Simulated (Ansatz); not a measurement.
**C2H6FNOS: inversion of the pyramid at N1, part 1 of 2**

Aim: the minimum-energy path and barrier of the inversion of the pyramid at N1. The ends are relaxed first, then joined by a nudged elastic band. SMILES of the start: NC(F)OCS.

Method: RKS B3LYP/6-31G*, in Ansatz 0.2.0.

### 1 The system as given

Bond lengths: N1–C2 1.449 Å, C2–F3 1.350 Å, C2–O4 1.364 Å, O4–C5 1.372 Å, C5–S6 1.829 Å, N1–H7 0.976 Å, N1–H8 1.045 Å, C2–H9 1.135 Å, C5–H10 1.127 Å, C5–H11 1.056 Å, S6–H12 1.344 Å. Angles (14 of 17 angles, heavy atoms first): N1–C2–F3 105.4°, N1–C2–O4 114.7°, F3–C2–O4 105.5°, C2–O4–C5 116.0°, O4–C5–S6 113.3°, N1–C2–H9 110.1°, F3–C2–H9 111.7°, O4–C2–H9 109.3°, C2–N1–H7 107.2°, C2–N1–H8 99.5°, O4–C5–H10 108.1°, O4–C5–H11 110.6°, S6–C5–H10 106.4°, S6–C5–H11 108.2°.

Coordinates:

```xyz
12

N    -0.3001   -2.3422    0.1437
C     0.3067   -1.0269    0.1487
F     0.9665   -0.9320   -1.0254
O    -0.5802    0.0094    0.1545
C    -0.0381    1.2662    0.0567
S    -1.2728    2.6041    0.2354
H     0.3213   -2.9444   -0.3079
H    -1.0805   -2.1691   -0.5297
H     1.0085   -0.9249    1.0345
H     0.6978    1.3975    0.8996
H     0.4485    1.3896   -0.8721
H    -0.4007    3.6176    0.0961
```

### 2 Relaxing end A

input.yaml

```yaml
crystal:
  periodic: [false, false, false]
  atoms:
    - { symbol: "N", position_ang: [-0.3001, -2.3422, 0.1437] }
    - { symbol: C, position_ang: [0.3067, -1.0269, 0.1487] }
    - { symbol: F, position_ang: [0.9665, -0.932, -1.0254] }
    - { symbol: O, position_ang: [-0.5802, 0.0094, 0.1545] }
    - { symbol: C, position_ang: [-0.0381, 1.2662, 0.0567] }
    - { symbol: S, position_ang: [-1.2728, 2.6041, 0.2354] }
    - { symbol: H, position_ang: [0.3213, -2.9444, -0.3079] }
    - { symbol: H, position_ang: [-1.0805, -2.1691, -0.5297] }
    - { symbol: H, position_ang: [1.0085, -0.9249, 1.0345] }
    - { symbol: H, position_ang: [0.6978, 1.3975, 0.8996] }
    - { symbol: H, position_ang: [0.4485, 1.3896, -0.8721] }
    - { symbol: H, position_ang: [-0.4007, 3.6176, 0.0961] }
basis:
  gaussian: { orbitals: "6-31G*" }
hamiltonian:
  xc: b3lyp
relax:
  f_tol: 0.015
  max_steps: 40
output:
  orbitals: {}
```

The run is started by

```
$ ansatz run input.yaml --threads 2 --pin off --max-ram 3072MiB --backend cpu --events-out ev --progress --plain --runs-dir out
```

Output, shortened:

```text
Warning: RAYON_NUM_THREADS=2 ignored (pool sized by the plan → 2); use --threads N
[...]
Functional definition: B3LYP
[...]
1148 factors; integrals over basis functions are off by at most 3.9e-4 eV
[...]
mean field -19259.77666172 eV, -707.7837375727 hartree, gradient 1.2e-5 eV, S^2 0.000000; 0 other end points of the search recorded, 0 dependent functions left out
[...]
reference -19259.77689331 eV, -707.7837460834 hartree; 29, 29 occupied and 77, 77 virtual orbitals, 1148 factors
relax step   1: F+E_penalty+E_count = -19259.77666172 eV  Δ(F+E_penalty+E_count) = +0.000e0 eV  max|allowed force component| = 3.119e0 eV/Å  Δτ_max = 0.0000 Å  (27 SCF iters, accepted)
[...]
relax step   4: F+E_penalty+E_count = -19260.33302053 eV  Δ(F+E_penalty+E_count) = -9.381e-4 eV  max|allowed force component| = 6.694e-1 eV/Å  Δτ_max = 0.2000 Å  (29 SCF iters, accepted)
[...]
relax step   7: F+E_penalty+E_count = -19260.38171981 eV  Δ(F+E_penalty+E_count) = -5.848e-3 eV  max|allowed force component| = 2.379e-1 eV/Å  Δτ_max = 0.1296 Å  (29 SCF iters, accepted)
[...]
relax step  10: F+E_penalty+E_count = -19260.41518057 eV  Δ(F+E_penalty+E_count) = -7.038e-3 eV  max|allowed force component| = 8.627e-1 eV/Å  Δτ_max = 0.1985 Å  (29 SCF iters, accepted)
[...]
relax step  11: F+E_penalty+E_count = -19260.45153384 eV  Δ(F+E_penalty+E_count) = -3.635e-2 eV  max|allowed force component| = 2.227e-1 eV/Å  Δτ_max = 0.2000 Å  (29 SCF iters, accepted)
[...]
relax step  12: F+E_penalty+E_count = -19260.46975005 eV  Δ(F+E_penalty+E_count) = -1.822e-2 eV  max|allowed force component| = 1.631e-1 eV/Å  Δτ_max = 0.2000 Å  (28 SCF iters, accepted)
[...]
1148 factors; integrals over basis functions are off by at most 4.0e-4 eV
[...]
```

### 3 The output, continued: end point A relaxed

Output, continued:

```text
mean field -19260.47788235 eV, -707.8095069557 hartree, gradient 1.4e-5 eV, S^2 0.000000; 0 other end points of the search recorded, 0 dependent functions left out
the calculation of the forces begins
reference -19260.47811699 eV, -707.8095155783 hartree; 29, 29 occupied and 77, 77 virtual orbitals, 1148 factors
relax step  13: F+E_penalty+E_count = -19260.47788235 eV  Δ(F+E_penalty+E_count) = -8.132e-3 eV  max|allowed force component| = 8.253e-2 eV/Å  Δτ_max = 0.0935 Å  (29 SCF iters, accepted)
these checks for a lower state are left out or cut short: starts, cluster_reference, orbital_swaps, neighbouring_geometries, increment
1148 factors; integrals over basis functions are off by at most 3.9e-4 eV
mean field -19260.47959232 eV, -707.8095697956 hartree, gradient 1.1e-5 eV, S^2 0.000000; 0 other end points of the search recorded, 0 dependent functions left out
the calculation of the forces begins
reference -19260.47982677 eV, -707.8095784116 hartree; 29, 29 occupied and 77, 77 virtual orbitals, 1148 factors
relax step  14: F+E_penalty+E_count = -19260.47959232 eV  Δ(F+E_penalty+E_count) = -1.710e-3 eV  max|allowed force component| = 1.228e-1 eV/Å  Δτ_max = 0.0534 Å  (29 SCF iters, accepted)
these checks for a lower state are left out or cut short: starts, cluster_reference, orbital_swaps, neighbouring_geometries, increment
1148 factors; integrals over basis functions are off by at most 3.9e-4 eV
mean field -19260.48048647 eV, -707.8096026551 hartree, gradient 1.2e-5 eV, S^2 0.000000; 0 other end points of the search recorded, 0 dependent functions left out
the calculation of the forces begins
reference -19260.48072062 eV, -707.8096112601 hartree; 29, 29 occupied and 77, 77 virtual orbitals, 1148 factors
relax step  15: F+E_penalty+E_count = -19260.48048647 eV  Δ(F+E_penalty+E_count) = -8.942e-4 eV  max|allowed force component| = 5.604e-2 eV/Å  Δτ_max = 0.0341 Å  (29 SCF iters, accepted)
these checks for a lower state are left out or cut short: starts, cluster_reference, orbital_swaps, neighbouring_geometries, increment
1148 factors; integrals over basis functions are off by at most 3.9e-4 eV
mean field -19260.48076715 eV, -707.8096129700 hartree, gradient 1.1e-5 eV, S^2 0.000000; 0 other end points of the search recorded, 0 dependent functions left out
the calculation of the forces begins
reference -19260.48100152 eV, -707.8096215831 hartree; 29, 29 occupied and 77, 77 virtual orbitals, 1148 factors
relax step  16: F+E_penalty+E_count = -19260.48076715 eV  Δ(F+E_penalty+E_count) = -2.807e-4 eV  max|allowed force component| = 2.474e-2 eV/Å  Δτ_max = 0.0155 Å  (30 SCF iters, accepted)
these checks for a lower state are left out or cut short: starts, cluster_reference, orbital_swaps, neighbouring_geometries, increment
1148 factors; integrals over basis functions are off by at most 3.8e-4 eV
mean field evaluation 128: about -19260.4809 eV, gradient 1.1e-5 eV
mean field -19260.48092155 eV, -707.8096186440 hartree, gradient 1.1e-5 eV, S^2 0.000000; 0 other end points of the search recorded, 0 dependent functions left out
the calculation of the forces begins
reference -19260.48115583 eV, -707.8096272536 hartree; 29, 29 occupied and 77, 77 virtual orbitals, 1148 factors
relax step  17: F+E_penalty+E_count = -19260.48092155 eV  Δ(F+E_penalty+E_count) = -1.544e-4 eV  max|allowed force component| = 1.550e-2 eV/Å  Δτ_max = 0.0146 Å  (29 SCF iters, accepted)
these checks for a lower state are left out or cut short: starts, cluster_reference, orbital_swaps, neighbouring_geometries, increment
1148 factors; integrals over basis functions are off by at most 3.8e-4 eV
mean field -19260.48115809 eV, -707.8096273369 hartree, gradient 1.1e-5 eV, S^2 0.000000; 0 other end points of the search recorded, 0 dependent functions left out
the calculation of the forces begins
reference -19260.48139211 eV, -707.8096359368 hartree; 29, 29 occupied and 77, 77 virtual orbitals, 1148 factors
relax step  18: F+E_penalty+E_count = -19260.48115809 eV  Δ(F+E_penalty+E_count) = -2.365e-4 eV  max|allowed force component| = 2.142e-2 eV/Å  Δτ_max = 0.0362 Å  (29 SCF iters, accepted)
these checks for a lower state are left out or cut short: starts, cluster_reference, orbital_swaps, neighbouring_geometries, increment
1148 factors; integrals over basis functions are off by at most 3.8e-4 eV
mean field -19260.48126895 eV, -707.8096314108 hartree, gradient 1.1e-5 eV, S^2 0.000000; 0 other end points of the search recorded, 0 dependent functions left out
the calculation of the forces begins
reference -19260.48150288 eV, -707.8096400076 hartree; 29, 29 occupied and 77, 77 virtual orbitals, 1148 factors
relax step  19: F+E_penalty+E_count = -19260.48126895 eV  Δ(F+E_penalty+E_count) = -1.109e-4 eV  max|allowed force component| = 2.206e-2 eV/Å  Δτ_max = 0.0168 Å  (30 SCF iters, accepted)
these checks for a lower state are left out or cut short: starts, cluster_reference, orbital_swaps, neighbouring_geometries, increment
1148 factors; integrals over basis functions are off by at most 3.7e-4 eV
mean field -19260.48136293 eV, -707.8096348647 hartree, gradient 1.1e-5 eV, S^2 0.000000; 0 other end points of the search recorded, 0 dependent functions left out
the calculation of the forces begins
reference -19260.48159684 eV, -707.8096434605 hartree; 29, 29 occupied and 77, 77 virtual orbitals, 1148 factors
relax step  20: F+E_penalty+E_count = -19260.48136293 eV  Δ(F+E_penalty+E_count) = -9.399e-5 eV  max|allowed force component| = 2.304e-2 eV/Å  Δτ_max = 0.0269 Å  (29 SCF iters, accepted)
these checks for a lower state are left out or cut short: starts, cluster_reference, orbital_swaps, neighbouring_geometries, increment
1148 factors; integrals over basis functions are off by at most 3.7e-4 eV
mean field -19260.48139103 eV, -707.8096358973 hartree, gradient 1.5e-5 eV, S^2 0.000000; 0 other end points of the search recorded, 0 dependent functions left out
the calculation of the forces begins
reference -19260.48162486 eV, -707.8096444904 hartree; 29, 29 occupied and 77, 77 virtual orbitals, 1148 factors
relax step  21: F+E_penalty+E_count = -19260.48139103 eV  Δ(F+E_penalty+E_count) = -2.810e-5 eV  max|allowed force component| = 1.467e-2 eV/Å  Δτ_max = 0.0065 Å  (22 SCF iters, accepted)
1148 factors; integrals over basis functions are off by at most 3.7e-4 eV
mean field evaluation 160: about -19260.3334 eV, gradient 8.4e0 eV
mean field -19260.48139103 eV, -707.8096358973 hartree, gradient 1.5e-5 eV, S^2 0.000000; 1 other end points of the search recorded, 0 dependent functions left out
the calculation of the forces begins
reference -19260.48162486 eV, -707.8096444904 hartree; 29, 29 occupied and 77, 77 virtual orbitals, 1148 factors
Total energy: -19260.48162486 eV, -707.8096444904 hartree
Atom 0 at    -0.519937    -2.105312     0.038980 Å, force    -0.001986    -0.001552    -0.006845 eV/Å
Atom 1 at     0.328394    -0.978315     0.063244 Å, force     0.011827     0.003223    -0.010036 eV/Å
Atom 2 at     1.100884    -0.849650    -1.121272 Å, force    -0.010509    -0.001277     0.014671 eV/Å
Atom 3 at    -0.467340     0.145545     0.190985 Å, force     0.003014    -0.003216     0.000388 eV/Å
Atom 4 at     0.264642     1.361013     0.297057 Å, force    -0.002133     0.007934    -0.001694 eV/Å
Atom 5 at    -0.865365     2.753112     0.603456 Å, force     0.004098    -0.005734     0.001515 eV/Å
Atom 6 at     0.016005    -2.949169    -0.143419 Å, force    -0.003336     0.002906     0.000512 eV/Å
Atom 7 at    -1.222307    -1.995420    -0.689839 Å, force     0.005565    -0.000531     0.005537 eV/Å
Atom 8 at     1.070694    -1.064247     0.868665 Å, force    -0.004387     0.000599    -0.003607 eV/Å
Atom 9 at     0.942566     1.330975     1.161043 Å, force    -0.003726     0.002072    -0.003847 eV/Å
Atom 10 at     0.851198     1.533435    -0.608413 Å, force    -0.001298    -0.001700     0.003074 eV/Å
Atom 11 at    -1.422535     2.762933    -0.626387 Å, force     0.002872    -0.002723     0.000333 eV/Å
Dipole moment:     0.193983    -0.239741    -0.212376 e Å
```

It took 64 s on 2 threads of Arm Neoverse V2, shared host; peak memory 0.24 GiB.

Relaxation path:

| step | energy from step 1 (eV) | largest force component (eV/Å) |
| --- | --- | --- |
| 1 | 0.0000 | 3.1189 |
| 2 | -0.4771 | 1.0940 |
| 3 | -0.5554 | 0.8087 |
| 4 | -0.5564 | 0.6694 |
| 5 | -0.5805 | 0.4196 |
| 6 | -0.5992 | 0.2314 |
| 7 | -0.6051 | 0.2379 |
| 8 | -0.6103 | 0.2248 |
| 9 | -0.6315 | 0.1745 |
| 10 | -0.6385 | 0.8627 |
| 11 | -0.6749 | 0.2227 |
| 12 | -0.6931 | 0.1631 |
| 13 | -0.7012 | 0.0825 |
| 14 | -0.7029 | 0.1228 |
| 15 | -0.7038 | 0.0560 |
| 16 | -0.7041 | 0.0247 |
| 17 | -0.7043 | 0.0155 |
| 18 | -0.7045 | 0.0214 |
| 19 | -0.7046 | 0.0221 |
| 20 | -0.7047 | 0.0230 |
| 21 | -0.7047 | 0.0147 |

Step 1 is the start.

After: Bond lengths: N1–C2 1.411 Å, C2–F3 1.420 Å, C2–O4 1.383 Å, O4–C5 1.423 Å, C5–S6 1.819 Å, N1–H7 1.016 Å, N1–H8 1.018 Å, C2–H9 1.099 Å, C5–H10 1.099 Å, C5–H11 1.093 Å, S6–H12 1.350 Å. Angles (14 of 17 angles, heavy atoms first): N1–C2–F3 112.7°, N1–C2–O4 107.7°, F3–C2–O4 108.4°, C2–O4–C5 113.9°, O4–C5–S6 110.3°, N1–C2–H9 110.9°, F3–C2–H9 104.5°, O4–C2–H9 112.6°, C2–N1–H7 110.4°, C2–N1–H8 109.9°, O4–C5–H10 110.7°, O4–C5–H11 110.4°, S6–C5–H10 105.8°, S6–C5–H11 110.6°.

### 4 End point B

The second end starts from a geometry with the move made by hand.

input.yaml: that of step 2 with these lines changed.

```diff
@@ -9,4 +9,4 @@
     - { symbol: S, position_ang: [-1.2728, 2.6041, 0.2354] }
-    - { symbol: H, position_ang: [0.3213, -2.9444, -0.3079] }
-    - { symbol: H, position_ang: [-1.0805, -2.1691, -0.5297] }
+    - { symbol: H, position_ang: [0.29271, -2.93483, 0.64379] }
+    - { symbol: H, position_ang: [-1.11941, -2.15607, 0.76543] }
     - { symbol: H, position_ang: [1.0085, -0.9249, 1.0345] }
```

The run is started by

```
$ ansatz run input.yaml --threads 2 --pin off --max-ram 3072MiB --backend cpu --events-out ev --progress --plain --runs-dir out
```

Output, shortened:

```text
Warning: RAYON_NUM_THREADS=2 ignored (pool sized by the plan → 2); use --threads N
[...]
[... 1 set-up line as earlier in the session ...]
[...]
1148 factors; integrals over basis functions are off by at most 3.9e-4 eV
[...]
mean field -19259.67502390 eV, -707.7800024515 hartree, gradient 2.8e-5 eV, S^2 0.000000; 0 other end points of the search recorded, 0 dependent functions left out
[...]
reference -19259.67525899 eV, -707.7800110912 hartree; 29, 29 occupied and 77, 77 virtual orbitals, 1148 factors
relax step   1: F+E_penalty+E_count = -19259.67502390 eV  Δ(F+E_penalty+E_count) = +0.000e0 eV  max|allowed force component| = 2.998e0 eV/Å  Δτ_max = 0.0000 Å  (27 SCF iters, accepted)
[...]
relax step   4: F+E_penalty+E_count = -19260.20632045 eV  Δ(F+E_penalty+E_count) = -1.561e-2 eV  max|allowed force component| = 3.110e-1 eV/Å  Δτ_max = 0.0265 Å  (30 SCF iters, accepted)
[...]
relax step  10: F+E_penalty+E_count = -19260.23196399 eV  Δ(F+E_penalty+E_count) = -2.905e-3 eV  max|allowed force component| = 3.394e-1 eV/Å  Δτ_max = 0.0969 Å  (28 SCF iters, accepted)
[...]
relax step  13: F+E_penalty+E_count = -19260.29542416 eV  Δ(F+E_penalty+E_count) = -1.719e-2 eV  max|allowed force component| = 3.346e-1 eV/Å  Δτ_max = 0.0988 Å  (29 SCF iters, accepted)
[...]
relax step  14: F+E_penalty+E_count = -19260.27102406 eV  Δ(F+E_penalty+E_count) = +2.440e-2 eV  max|allowed force component| = 1.193e0 eV/Å  Δτ_max = 0.1949 Å  (28 SCF iters, rejected (line search))
[...]
relax step  15: F+E_penalty+E_count = -19260.31352155 eV  Δ(F+E_penalty+E_count) = -1.810e-2 eV  max|allowed force component| = 2.572e-1 eV/Å  Δτ_max = 0.0975 Å  (29 SCF iters, accepted)
[...]
1148 factors; integrals over basis functions are off by at most 5.0e-4 eV
mean field -19260.33373252 eV, -707.8042095468 hartree, gradient 1.6e-5 eV, S^2 0.000000; 0 other end points of the search recorded, 0 dependent functions left out
[...]
reference -19260.33396583 eV, -707.8042181210 hartree; 29, 29 occupied and 77, 77 virtual orbitals, 1148 factors
```

### 5 The log goes on: end point B relaxed

The log, continued, shortened:

```text
relax step  16: F+E_penalty+E_count = -19260.33373252 eV  Δ(F+E_penalty+E_count) = -2.021e-2 eV  max|allowed force component| = 1.603e-1 eV/Å  Δτ_max = 0.0965 Å  (29 SCF iters, accepted)
[...]
relax step  18: F+E_penalty+E_count = -19260.36738970 eV  Δ(F+E_penalty+E_count) = -1.190e-2 eV  max|allowed force component| = 8.170e-1 eV/Å  Δτ_max = 0.1953 Å  (28 SCF iters, accepted)
[...]
relax step  20: F+E_penalty+E_count = -19260.42718000 eV  Δ(F+E_penalty+E_count) = -1.251e-2 eV  max|allowed force component| = 3.922e-1 eV/Å  Δτ_max = 0.2000 Å  (29 SCF iters, accepted)
[...]
relax step  22: F+E_penalty+E_count = -19260.44624710 eV  Δ(F+E_penalty+E_count) = -4.516e-3 eV  max|allowed force component| = 1.266e-1 eV/Å  Δτ_max = 0.1170 Å  (29 SCF iters, accepted)
[...]
Atom 2 at     0.971524    -0.987965    -1.135347 Å, force    -0.000258    -0.000252    -0.000492 eV/Å
Atom 3 at    -0.383060     0.103709     0.308463 Å, force    -0.002211    -0.002191     0.000522 eV/Å
Atom 4 at     0.304917     1.344229     0.208548 Å, force    -0.001657     0.006243    -0.000446 eV/Å
Atom 5 at    -0.737053     2.704579     0.827788 Å, force     0.004433    -0.001302    -0.002667 eV/Å
Atom 6 at    -0.614666    -2.320220     1.255442 Å, force    -0.001094    -0.001017    -0.000081 eV/Å
Atom 7 at    -1.124530    -2.190252    -0.304249 Å, force    -0.000973     0.003568    -0.003669 eV/Å
Atom 8 at     1.277720    -0.994564     0.850084 Å, force    -0.003616     0.000612     0.000911 eV/Å
Atom 9 at     1.202316     1.346610     0.843017 Å, force    -0.000826    -0.001383    -0.000101 eV/Å
Atom 10 at     0.606190     1.534599    -0.824900 Å, force    -0.002161    -0.001872     0.002944 eV/Å
Atom 11 at    -1.631029     2.673488    -0.183484 Å, force     0.000050    -0.000796     0.001337 eV/Å
Dipole moment:    -0.100323    -0.018515     0.099473 e Å
```

It took 79 s on 2 threads of Arm Neoverse V2, shared host; peak memory 0.24 GiB.

The steps of the relaxation:

| step | energy from step 1 (eV) | largest force component (eV/Å) |
| --- | --- | --- |
| 1 | 0.0000 | 2.9976 |
| 2 | -0.4459 | 1.1122 |
| 3 | -0.5157 | 0.6135 |
| 4 | -0.5313 | 0.3110 |
| 5 | -0.5380 | 0.1276 |
| 6 | -0.5428 | 0.1189 |
| 7 | -0.5469 | 0.0736 |
| 8x | -0.5213 | 0.6812 |
| 9 | -0.5540 | 0.0725 |
| 10 | -0.5569 | 0.3394 |
| 11 | -0.5779 | 0.2377 |
| 12 | -0.6032 | 0.4801 |
| 13 | -0.6204 | 0.3346 |
| 14x | -0.5960 | 1.1933 |
| 15 | -0.6385 | 0.2572 |
| 16 | -0.6587 | 0.1603 |
| 17 | -0.6805 | 0.3179 |
| 18 | -0.6924 | 0.8170 |
| 19 | -0.7396 | 0.2537 |
| 20 | -0.7522 | 0.3922 |
| 21 | -0.7667 | 0.3155 |
| 22 | -0.7712 | 0.1266 |
| 23x | -0.7689 | 0.2750 |
| 24 | -0.7727 | 0.0257 |
| 25 | -0.7728 | 0.0319 |
| 26 | -0.7728 | 0.0068 |

Step 1 is the start. 3 steps were tried and not accepted (marked x).

After: Bond lengths: N1–C2 1.418 Å, C2–F3 1.386 Å, C2–O4 1.402 Å, O4–C5 1.422 Å, C5–S6 1.822 Å, N1–H7 1.017 Å, N1–H8 1.019 Å, C2–H9 1.100 Å, C5–H10 1.099 Å, C5–H11 1.093 Å, S6–H12 1.350 Å. Angles (14 of 17 angles, heavy atoms first): N1–C2–F3 108.6°, N1–C2–O4 111.4°, F3–C2–O4 108.4°, C2–O4–C5 114.2°, O4–C5–S6 110.5°, N1–C2–H9 110.5°, F3–C2–H9 107.3°, O4–C2–H9 110.5°, C2–N1–H7 109.9°, C2–N1–H8 109.2°, O4–C5–H10 110.9°, O4–C5–H11 110.6°, S6–C5–H10 105.6°, S6–C5–H11 110.4°.

(Continued in part 2 of 2.)
